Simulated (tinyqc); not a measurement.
Inside a calculation (part 1 of 2). Method: UKS/LDA (VWN5) in the sto-3g basis, for OH+, spin multiplicity 3. Computed by tinyqc, a small Python program that keeps every step (integrals from PySCF). Settings: charge = 1, multiplicity = 3, basis = sto-3g, energy threshold = 1e-08, iteration cap = 56, orthogonalisation = symmetric, start = core, DIIS depth = 4, method = UKS, functional = lda,vwn, grid = [30, 86]. Command: `OMP_NUM_THREADS=1 python tinyqc.py 29872 29873 out.jsonl` (the two numbers bound the seeds that draw the settings). One thread of a shared host (Intel(R) Xeon(R) Processor @ 2.60GHz), about 1 s of CPU time with the checks. Later iterations appear only in the table of the cycle.

## One-electron integrals

Geometry (angstrom):
```
atom       x       y       z
O     0.0000  0.0000  0.0000
H     0.0000  0.0000  1.3180
```

Basis sto-3g: exponents (1/bohr^2) and contraction coefficients of normalised primitives:
```
element  l (shell)  exponent  coefficient
O            s (1)  130.7093       0.1543
O            s (1)   23.8089       0.5353
O            s (1)    6.4436       0.4446
O            s (2)    5.0332      -0.1000
O            s (2)    1.1696       0.3995
O            s (2)    0.3804       0.7001
O            p (3)    5.0332       0.1559
O            p (3)    1.1696       0.6077
O            p (3)    0.3804       0.3920
H            s (1)    3.4253       0.1543
H            s (1)    0.6239       0.5353
H            s (1)    0.1689       0.4446
```

Overlap, kinetic and nuclear-attraction integrals over the contracted functions; the nuclear repulsion is the sum of Za Zb / Rab.

nuclear repulsion = 3.212001 hartree

overlap S, lower triangle:
```
         1O 1s   1O 2s  1O 2px  1O 2py  1O 2pz   2H 1s
1O 1s   1.0000
1O 2s   0.2367  1.0000
1O 2px  0.0000  0.0000  1.0000
1O 2py  0.0000  0.0000  0.0000  1.0000
1O 2pz  0.0000  0.0000  0.0000  0.0000  1.0000
2H 1s   0.0231  0.2727  0.0000  0.0000  0.2584  1.0000
```

kinetic energy T (hartree), lower triangle:
```
          1O 1s   1O 2s  1O 2px  1O 2py  1O 2pz   2H 1s
1O 1s   29.0032
1O 2s   -0.1680  0.8081
1O 2px   0.0000  0.0000  2.5287
1O 2py   0.0000  0.0000  0.0000  2.5287
1O 2pz   0.0000  0.0000  0.0000  0.0000  2.5287
2H 1s   -0.0074  0.0161  0.0000  0.0000  0.0849  0.7600
```

nuclear attraction V (hartree), lower triangle:
```
           1O 1s    1O 2s   1O 2px   1O 2py   1O 2pz    2H 1s
1O 1s   -61.0200
1O 2s    -7.2781  -9.4530
1O 2px    0.0000   0.0000  -9.3618
1O 2py    0.0000   0.0000   0.0000  -9.3618
1O 2pz   -0.0082  -0.1025   0.0000   0.0000  -9.4176
2H 1s    -0.7255  -1.8582   0.0000   0.0000  -1.5391  -4.4108
```

core Hamiltonian H = T + V (hartree), lower triangle:
```
           1O 1s    1O 2s   1O 2px   1O 2py   1O 2pz    2H 1s
1O 1s   -32.0168
1O 2s    -7.4461  -8.6449
1O 2px    0.0000   0.0000  -6.8330
1O 2py    0.0000   0.0000   0.0000  -6.8330
1O 2pz   -0.0082  -0.1025   0.0000   0.0000  -6.8889
2H 1s    -0.7329  -1.8421   0.0000   0.0000  -1.4542  -3.6507
```

## Two-electron integrals

Functions are numbered as in S; the eight-fold symmetry (ij|kl) = (ji|kl) = (kl|ij) leaves the list below.

Two-electron integrals (ij|kl) in chemists' order, unique and non-zero (hartree):
```
(11|11) 4.7851   (21|11) 0.7414   (21|21) 0.1369   (22|11) 1.1189
(22|21) 0.2566   (22|22) 0.8172   (31|31) 0.0245   (32|31) 0.0378
(32|32) 0.1805   (33|11) 1.1158   (33|21) 0.2567   (33|22) 0.8170
(33|33) 0.8802   (41|41) 0.0245   (42|41) 0.0378   (42|42) 0.1805
(43|43) 0.0474   (44|11) 1.1158   (44|21) 0.2567   (44|22) 0.8170
(44|33) 0.7853   (44|44) 0.8802   (51|51) 0.0245   (52|51) 0.0378
(52|52) 0.1805   (53|53) 0.0474   (54|54) 0.0474   (55|11) 1.1158
(55|21) 0.2567   (55|22) 0.8170   (55|33) 0.7853   (55|44) 0.7853
(55|55) 0.8802   (61|11) 0.0730   (61|21) 0.0134   (61|22) 0.0250
(61|33) 0.0250   (61|44) 0.0250   (61|51) 0.0006   (61|52) 0.0011
(61|55) 0.0251   (61|61) 0.0013   (62|11) 0.2082   (62|21) 0.0485
(62|22) 0.1750   (62|33) 0.1718   (62|44) 0.1718   (62|51) 0.0036
(62|52) 0.0296   (62|55) 0.1811   (62|61) 0.0048   (62|62) 0.0497
(63|31) 0.0047   (63|32) 0.0287   (63|53) 0.0059   (63|63) 0.0065
(64|41) 0.0047   (64|42) 0.0287   (64|54) 0.0059   (64|64) 0.0065
(65|11) 0.1634   (65|21) 0.0385   (65|22) 0.1485   (65|33) 0.1421
(65|44) 0.1421   (65|51) 0.0071   (65|52) 0.0518   (65|55) 0.1611
(65|61) 0.0040   (65|62) 0.0514   (65|65) 0.0590   (66|11) 0.3979
(66|21) 0.0941   (66|22) 0.3915   (66|33) 0.3778   (66|44) 0.3778
(66|51) 0.0077   (66|52) 0.0899   (66|55) 0.4185   (66|61) 0.0094
(66|62) 0.1513   (66|65) 0.1790   (66|66) 0.7746
```

## Orthogonalisation

S = U s U^T; symmetric (Loewdin) form X = U s^(-1/2) U^T, so that X^T S X = 1.

eigenvalues of S: 0.5899  0.8443  1.0000  1.0000  1.1365  1.4294

X, lower triangle:
```
          1O 1s    1O 2s  1O 2px  1O 2py   1O 2pz   2H 1s
1O 1s    1.0224
1O 2s   -0.1265   1.0547
1O 2px   0.0000   0.0000  1.0000
1O 2py   0.0000   0.0000  0.0000  1.0000
1O 2pz  -0.0035   0.0303  0.0000  0.0000   1.0280
2H 1s    0.0151  -0.1533  0.0000  0.0000  -0.1422  1.0597
```

## Starting guess

The start is the orbitals of the core Hamiltonian; D(s) = C_occ C_occ^T for each spin.

D(alpha) at the start, lower triangle:
```
          1O 1s    1O 2s  1O 2px  1O 2py   1O 2pz   2H 1s
1O 1s    1.0609
1O 2s   -0.2597   1.1061
1O 2px   0.0000   0.0000  1.0000
1O 2py   0.0000   0.0000  0.0000  1.0000
1O 2pz  -0.0089   0.0485  0.0000  0.0000   1.0488
2H 1s    0.0237  -0.0990  0.0000  0.0000  -0.1189  0.0214
```

D(beta) at the start, lower triangle:
```
          1O 1s    1O 2s  1O 2px  1O 2py   1O 2pz   2H 1s
1O 1s    1.0609
1O 2s   -0.2597   1.1061
1O 2px   0.0000   0.0000  0.0000
1O 2py   0.0000   0.0000  0.0000  0.0000
1O 2pz  -0.0089   0.0485  0.0000  0.0000   1.0488
2H 1s    0.0237  -0.0990  0.0000  0.0000  -0.1189  0.0214
```

## Iteration 1: exchange-correlation on the grid

Becke grid with 30 radial and 86 angular points per atom, points of zero weight dropped. rho = sum D_ij phi_i phi_j; V_xc,ij = sum w v_xc phi_i phi_j; v_xc is d(rho eps)/d rho(s) for spin s.

The 16 grid points with the largest w rho, of 5145 (bohr, atomic units):
```
x              y        z       w  rho(alpha)  rho(beta)   eps_xc  v_xc(alpha)
0.0000    0.0000  -0.9966  0.0288      0.2820     0.2820  -0.6771      -0.8886
0.0000    0.0000  -1.2115  0.0490      0.1619     0.1619  -0.5696      -0.7466
-0.3730   0.0000  -0.9242  0.0295      0.2814     0.2525  -0.6659      -0.8853
0.0000    0.3730  -0.9242  0.0295      0.2814     0.2525  -0.6659      -0.8853
0.0000   -0.3730  -0.9242  0.0295      0.2814     0.2525  -0.6659      -0.8853
0.3730    0.0000  -0.9242  0.0295      0.2814     0.2525  -0.6659      -0.8853
-0.4534   0.0000  -1.1234  0.0501      0.1615     0.1447  -0.5601      -0.7434
0.0000    0.4534  -1.1234  0.0501      0.1615     0.1447  -0.5601      -0.7434
0.0000   -0.4534  -1.1234  0.0501      0.1615     0.1447  -0.5601      -0.7434
0.4534    0.0000  -1.1234  0.0501      0.1615     0.1447  -0.5601      -0.7434
0.3730    0.0000   0.9242  0.0280      0.2863     0.2575  -0.6697      -0.8902
0.0000   -0.3730   0.9242  0.0280      0.2863     0.2575  -0.6697      -0.8902
0.0000    0.3730   0.9242  0.0280      0.2863     0.2575  -0.6697      -0.8902
-0.3730   0.0000   0.9242  0.0280      0.2863     0.2575  -0.6697      -0.8902
0.0000    0.0000   0.9966  0.0267      0.2851     0.2851  -0.6794      -0.8917
-0.3683   0.3683  -0.8496  0.0278      0.2809     0.2246  -0.6556      -0.8820
```

electrons on the grid, sum of w rho = 7.9999

E_xc = sum of w rho eps_xc = -8.080525 hartree

V_xc(alpha) (hartree), lower triangle:
```
          1O 1s    1O 2s   1O 2px   1O 2py   1O 2pz    2H 1s
1O 1s   -2.9362
1O 2s   -0.4276  -0.8264
1O 2px   0.0000   0.0000  -0.8189
1O 2py   0.0000   0.0000   0.0000  -0.8189
1O 2pz  -0.0005  -0.0003   0.0000   0.0000  -0.8271
2H 1s   -0.0424  -0.1479   0.0000   0.0000  -0.1114  -0.1745
```

V_xc(beta) (hartree), lower triangle:
```
          1O 1s    1O 2s   1O 2px   1O 2py   1O 2pz    2H 1s
1O 1s   -2.9015
1O 2s   -0.4019  -0.6995
1O 2px   0.0000   0.0000  -0.6631
1O 2py   0.0000   0.0000   0.0000  -0.6631
1O 2pz  -0.0007  -0.0008   0.0000   0.0000  -0.7571
2H 1s   -0.0400  -0.1298   0.0000   0.0000  -0.1036  -0.1659
```

## Iteration 1: building the Kohn-Sham matrix

J_ij = sum D_kl (ij|kl) with D = D(alpha) + D(beta); F = H + J + V_xc; E = tr D H + tr D J / 2 + E_xc + E_nn.

Coulomb J (hartree), lower triangle:
```
          1O 1s   1O 2s  1O 2px  1O 2py  1O 2pz   2H 1s
1O 1s   16.2946
1O 2s    3.0183  7.1427
1O 2px   0.0000  0.0000  7.1040
1O 2py   0.0000  0.0000  0.0000  7.1040
1O 2pz   0.0020  0.0013  0.0000  0.0000  7.1972
2H 1s    0.2959  1.4705  0.0000  0.0000  1.2267  3.1522
```

F(alpha) (hartree), lower triangle:
```
           1O 1s    1O 2s   1O 2px   1O 2py   1O 2pz    2H 1s
1O 1s   -18.6584
1O 2s    -4.8555  -2.3286
1O 2px    0.0000   0.0000  -0.5479
1O 2py    0.0000   0.0000   0.0000  -0.5479
1O 2pz   -0.0067  -0.1016   0.0000   0.0000  -0.5187
2H 1s    -0.4794  -0.5195   0.0000   0.0000  -0.3390  -0.6731
```

F(beta) (hartree), lower triangle:
```
           1O 1s    1O 2s   1O 2px   1O 2py   1O 2pz    2H 1s
1O 1s   -18.6236
1O 2s    -4.8298  -2.2017
1O 2px    0.0000   0.0000  -0.3921
1O 2py    0.0000   0.0000   0.0000  -0.3921
1O 2pz   -0.0068  -0.1020   0.0000   0.0000  -0.4487
2H 1s    -0.4771  -0.5014   0.0000   0.0000  -0.3311  -0.6645
```

total energy of this density = -73.362799 hartree

## Iteration 1: diagonalisation and new density

Diagonalise F' = X^T F X, C = X C', fill 5 alpha and 3 beta electrons from the bottom; D(s) = C_occ C_occ^T. Each column has its largest component positive (the first on a tie).

F' = X^T F X (alpha) (hartree), lower triangle:
```
          1        2        3        4        5        6
1  -18.2985
2   -2.5294  -1.4633
3    0.0000   0.0000  -0.5479
4    0.0000   0.0000   0.0000  -0.5479
5   -0.0118  -0.0599   0.0000   0.0000  -0.4663
6   -0.0208  -0.1779   0.0000   0.0000  -0.2008  -0.5516
```

orbital energies (alpha) (hartree): MO1 -18.6704, MO2 -1.1614, MO3 -0.6499, MO4 -0.5479, MO5 -0.5479, MO6 -0.2980

coefficients C (alpha):
```
            MO1      MO2      MO3     MO4      MO5      MO6
1O 1s    0.9932  -0.2521   0.1018  0.0000   0.0000  -0.0359
1O 2s    0.0279   0.9458  -0.4588  0.0000   0.0000   0.2169
1O 2px   0.0000   0.0000   0.0000  0.0267   0.9996   0.0000
1O 2py   0.0000   0.0000   0.0000  0.9996  -0.0267   0.0000
1O 2pz   0.0017   0.1572   0.5483  0.0000   0.0000   0.8675
2H 1s   -0.0048   0.1717   0.6889  0.0000   0.0000  -0.8141
```

F' = X^T F X (beta) (hartree), lower triangle:
```
          1        2        3        4        5        6
1  -18.2667
2   -2.5225  -1.3341
3    0.0000   0.0000  -0.3921
4    0.0000   0.0000   0.0000  -0.3921
5   -0.0119  -0.0581   0.0000   0.0000  -0.3945
6   -0.0217  -0.1784   0.0000   0.0000  -0.2031  -0.5458
```

orbital energies (beta) (hartree): MO1 -18.6347, MO2 -1.0528, MO3 -0.6047, MO4 -0.3921, MO5 -0.3921, MO6 -0.2490

coefficients C (beta):
```
            MO1      MO2      MO3      MO4     MO5      MO6
1O 1s    0.9935  -0.2419   0.1222   0.0000  0.0000  -0.0334
1O 2s    0.0266   0.9038  -0.5427   0.0000  0.0000   0.2021
1O 2px   0.0000   0.0000   0.0000  -0.1736  0.9848   0.0000
1O 2py   0.0000   0.0000   0.0000   0.9848  0.1736   0.0000
1O 2pz   0.0017   0.1737   0.4706   0.0000  0.0000   0.9090
2H 1s   -0.0046   0.2431   0.7314   0.0000  0.0000  -0.7568
```

D(alpha) after iteration 1, lower triangle:
```
          1O 1s    1O 2s  1O 2px  1O 2py  1O 2pz   2H 1s
1O 1s    1.0603
1O 2s   -0.2575   1.1058
1O 2px   0.0000   0.0000  1.0000
1O 2py   0.0000   0.0000  0.0000  1.0000
1O 2pz   0.0179  -0.1028  0.0000  0.0000  0.3254
2H 1s    0.0220  -0.1537  0.0000  0.0000  0.4047  0.5040
```

D(beta) after iteration 1, lower triangle:
```
          1O 1s    1O 2s  1O 2px  1O 2py  1O 2pz   2H 1s
1O 1s    1.0605
1O 2s   -0.2585   1.1120
1O 2px   0.0000   0.0000  0.0000
1O 2py   0.0000   0.0000  0.0000  0.0000
1O 2pz   0.0171  -0.0984  0.0000  0.0000  0.2516
2H 1s    0.0260  -0.1773  0.0000  0.0000  0.3864  0.5941
```

Within a degenerate level the vectors are fixed only up to a rotation; this is one choice.

## Iteration 2: exchange-correlation on the grid

As before.

The 16 grid points with the largest w rho, of 5145 (bohr, atomic units):
```
x              y        z       w  rho(alpha)  rho(beta)   eps_xc  v_xc(alpha)
0.6920   -0.6920  -0.1884  0.0297      0.2794     0.0803  -0.6187      -0.8631
0.6920    0.6920  -0.1884  0.0297      0.2794     0.0803  -0.6187      -0.8631
-0.6920  -0.6920  -0.1884  0.0297      0.2794     0.0803  -0.6187      -0.8631
-0.6920   0.6920  -0.1884  0.0297      0.2794     0.0803  -0.6187      -0.8631
0.9242    0.0000  -0.3730  0.0295      0.2687     0.0894  -0.6122      -0.8543
0.0000   -0.9242  -0.3730  0.0295      0.2687     0.0894  -0.6122      -0.8543
0.0000    0.9242  -0.3730  0.0295      0.2687     0.0894  -0.6122      -0.8543
-0.9242   0.0000  -0.3730  0.0295      0.2687     0.0894  -0.6122      -0.8543
0.9242   -0.3730   0.0000  0.0295      0.2811     0.0752  -0.6196      -0.8638
0.9242    0.3730   0.0000  0.0295      0.2811     0.0752  -0.6196      -0.8638
0.3730   -0.9242   0.0000  0.0295      0.2811     0.0752  -0.6196      -0.8638
-0.3730  -0.9242   0.0000  0.0295      0.2811     0.0752  -0.6196      -0.8638
0.3730    0.9242   0.0000  0.0295      0.2811     0.0752  -0.6196      -0.8638
-0.3730   0.9242   0.0000  0.0295      0.2811     0.0752  -0.6196      -0.8638
-0.9242   0.3730   0.0000  0.0295      0.2811     0.0752  -0.6196      -0.8638
-0.9242  -0.3730   0.0000  0.0295      0.2811     0.0752  -0.6196      -0.8638
```

electrons on the grid, sum of w rho = 7.9997

E_xc = sum of w rho eps_xc = -7.551605 hartree

V_xc(alpha) (hartree), lower triangle:
```
          1O 1s    1O 2s   1O 2px   1O 2py   1O 2pz    2H 1s
1O 1s   -2.9226
1O 2s   -0.4180  -0.7877
1O 2px   0.0000   0.0000  -0.7942
1O 2py   0.0000   0.0000   0.0000  -0.7942
1O 2pz   0.0012  -0.0021   0.0000   0.0000  -0.7601
2H 1s   -0.0413  -0.1624   0.0000   0.0000  -0.1405  -0.4579
```

V_xc(beta) (hartree), lower triangle:
```
          1O 1s    1O 2s   1O 2px   1O 2py   1O 2pz    2H 1s
1O 1s   -2.8848
1O 2s   -0.3891  -0.6441
1O 2px   0.0000   0.0000  -0.6246
1O 2py   0.0000   0.0000   0.0000  -0.6246
1O 2pz   0.0016  -0.0010   0.0000   0.0000  -0.6673
2H 1s   -0.0387  -0.1429   0.0000   0.0000  -0.1325  -0.4631
```

## Iteration 2: building the Kohn-Sham matrix

As before.

Coulomb J (hartree), lower triangle:
```
          1O 1s   1O 2s  1O 2px  1O 2py  1O 2pz   2H 1s
1O 1s   15.3048
1O 2s    2.7951  6.5774
1O 2px   0.0000  0.0000  6.5602
1O 2py   0.0000  0.0000  0.0000  6.5602
1O 2pz   0.0039  0.0913  0.0000  0.0000  6.5889
2H 1s    0.2741  1.4311  0.0000  0.0000  1.2493  3.6110
```

F(alpha) (hartree), lower triangle:
```
           1O 1s    1O 2s   1O 2px   1O 2py   1O 2pz    2H 1s
1O 1s   -19.6346
1O 2s    -5.0690  -2.8552
1O 2px    0.0000   0.0000  -1.0669
1O 2py    0.0000   0.0000   0.0000  -1.0669
1O 2pz   -0.0031  -0.0133   0.0000   0.0000  -1.0601
2H 1s    -0.5001  -0.5734   0.0000   0.0000  -0.3455  -0.4976
```

F(beta) (hartree), lower triangle:
```
           1O 1s    1O 2s   1O 2px   1O 2py   1O 2pz    2H 1s
1O 1s   -19.5968
1O 2s    -5.0401  -2.7115
1O 2px    0.0000   0.0000  -0.8974
1O 2py    0.0000   0.0000   0.0000  -0.8974
1O 2pz   -0.0027  -0.0122   0.0000   0.0000  -0.9672
2H 1s    -0.4974  -0.5539   0.0000   0.0000  -0.3375  -0.5029
```

total energy of this density = -73.456114 hartree

## Iteration 2: DIIS over 2 matrices

error matrix X^T (FDS - SDF) X (alpha):
```
         1        2       3       4        5        6
1   0.0000  -0.0008  0.0000  0.0000   0.0005   0.0054
2   0.0008   0.0000  0.0000  0.0000  -0.0564   0.0066
3   0.0000   0.0000  0.0000  0.0000   0.0000   0.0000
4   0.0000   0.0000  0.0000  0.0000   0.0000   0.0000
5  -0.0005   0.0564  0.0000  0.0000   0.0000  -0.3654
6  -0.0054  -0.0066  0.0000  0.0000   0.3654   0.0000
```

B (overlaps of the stored error matrices):
```
                1               2
1   2.5251245e-01  -2.7716828e-01
2  -2.7716828e-01   5.0090162e-01
```

Minimise |sum c_i e_i|^2 with sum c_i = 1: solve [B -1; -1 0][c; lambda] = [0; -1] with B_ij = tr e_i^T e_j summed over both spins, and take F = sum c_i F_i.

DIIS coefficients: 0.5950  0.4050

extrapolated F(alpha) (hartree), lower triangle:
```
           1O 1s    1O 2s   1O 2px   1O 2py   1O 2pz    2H 1s
1O 1s   -19.0538
1O 2s    -4.9419  -2.5419
1O 2px    0.0000   0.0000  -0.7581
1O 2py    0.0000   0.0000   0.0000  -0.7581
1O 2pz   -0.0052  -0.0658   0.0000   0.0000  -0.7380
2H 1s    -0.4878  -0.5414   0.0000   0.0000  -0.3416  -0.6020
```

extrapolated F(beta) (hartree), lower triangle:
```
           1O 1s    1O 2s   1O 2px   1O 2py   1O 2pz    2H 1s
1O 1s   -19.0178
1O 2s    -4.9150  -2.4082
1O 2px    0.0000   0.0000  -0.5968
1O 2py    0.0000   0.0000   0.0000  -0.5968
1O 2pz   -0.0051  -0.0656   0.0000   0.0000  -0.6587
2H 1s    -0.4853  -0.5226   0.0000   0.0000  -0.3337  -0.5990
```

## Iteration 2: diagonalisation and new density

As before.

F' = X^T F X (alpha) (hartree), lower triangle:
```
          1        2        3        4        5        6
1  -18.6930
2   -2.5442  -1.6733
3    0.0000   0.0000  -0.7581
4    0.0000   0.0000   0.0000  -0.7581
5   -0.0140  -0.0293   0.0000   0.0000  -0.6936
6   -0.0219  -0.1857   0.0000   0.0000  -0.1883  -0.4717
```

orbital energies (alpha) (hartree): MO1 -19.0653, MO2 -1.3455, MO3 -0.7788, MO4 -0.7581, MO5 -0.7581, MO6 -0.3420

coefficients C (alpha):
```
            MO1      MO2      MO3     MO4      MO5      MO6
1O 1s    0.9934  -0.2625   0.0541  0.0000   0.0000   0.0545
1O 2s    0.0271   0.9983  -0.2441  0.0000   0.0000  -0.3097
1O 2px   0.0000   0.0000   0.0000  0.0621   0.9981   0.0000
1O 2py   0.0000   0.0000   0.0000  0.9981  -0.0621   0.0000
1O 2pz   0.0015   0.1052   0.8411  0.0000   0.0000  -0.5995
2H 1s   -0.0047   0.0721   0.3572  0.0000   0.0000   1.0169
```

F' = X^T F X (beta) (hartree), lower triangle:
```
          1        2        3        4        5        6
1  -18.6602
2   -2.5370  -1.5371
3    0.0000   0.0000  -0.5968
4    0.0000   0.0000   0.0000  -0.5968
5   -0.0139  -0.0266   0.0000   0.0000  -0.6121
6   -0.0229  -0.1858   0.0000   0.0000  -0.1912  -0.4721
```

orbital energies (beta) (hartree): MO1 -19.0283, MO2 -1.2215, MO3 -0.7153, MO4 -0.5968, MO5 -0.5968, MO6 -0.3165

coefficients C (beta):
```
            MO1      MO2      MO3     MO4      MO5      MO6
1O 1s    0.9937  -0.2578   0.0669  0.0000   0.0000   0.0567
1O 2s    0.0258   0.9806  -0.3016  0.0000   0.0000  -0.3157
1O 2px   0.0000   0.0000   0.0000  0.0476   0.9989   0.0000
1O 2py   0.0000   0.0000   0.0000  0.9989  -0.0476   0.0000
1O 2pz   0.0015   0.1156   0.7891  0.0000   0.0000  -0.6648
2H 1s   -0.0044   0.1126   0.4306  0.0000   0.0000   0.9842
```

D(alpha) after iteration 2, lower triangle:
```
          1O 1s    1O 2s  1O 2px  1O 2py  1O 2pz   2H 1s
1O 1s    1.0586
1O 2s   -0.2484   1.0569
1O 2px   0.0000   0.0000  1.0000
1O 2py   0.0000   0.0000  0.0000  1.0000
1O 2pz   0.0195  -0.1003  0.0000  0.0000  0.7186
2H 1s   -0.0042  -0.0154  0.0000  0.0000  0.3080  0.1328
```

D(beta) after iteration 2, lower triangle:
```
          1O 1s    1O 2s  1O 2px  1O 2py  1O 2pz   2H 1s
1O 1s    1.0584
1O 2s   -0.2473   1.0532
1O 2px   0.0000   0.0000  0.0000
1O 2py   0.0000   0.0000  0.0000  0.0000
1O 2pz   0.0245  -0.1245  0.0000  0.0000  0.6360
2H 1s   -0.0046  -0.0195  0.0000  0.0000  0.3528  0.1981
```

Within a degenerate level the vectors are fixed only up to a rotation; this is one choice.
